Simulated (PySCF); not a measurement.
All values below come from PySCF with M06-2X/def2-TZVP. Isolated molecules, 0 K electronic values unless said otherwise. 

Reference species (SMILES): `[F][In][F]` (neutral, multiplicity 2).

The highest occupied spin orbital comes out as -9.00 eV.

Changed species: `[F]` (radical fragment; the reference has radical fragment).

### Question
Give the shifts of the highest occupied spin orbital.

### Answer
the highest occupied spin orbital decreases by 5.77 eV, to -14.77 eV.
